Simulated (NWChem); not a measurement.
## ethane (C2H6) in NWChem

```
C
H 1 1.1024
H 1 1.1024 2 107.31
H 1 1.1024 2 107.31 3 115.06
C 1 1.5277 2 111.55 3 -122.47
H 5 1.1024 1 111.55 2 -60.00
H 5 1.1024 6 107.31 1 122.47
H 5 1.1024 6 107.31 7 115.06
```
Charge 0, spin multiplicity 1.

The numbers come from NWChem runs, not from measurements. All single points use one geometry, from B3LYP/def2-SVP, a minimum by its harmonic frequencies.

The correlated methods keep 2 core orbitals frozen.

Worked example. A B2PLYP run in STO-3G ends its self-consistent part (53 % exact exchange, 47 % B88, 73 % LYP) at -78.68415 Ha, and second-order perturbation theory on those orbitals gives -0.13407 Ha unscaled.

The perturbative term enters with the weight 0.27: -78.68415 + 0.27·(-0.13407) = -78.72035 Ha is the total energy.
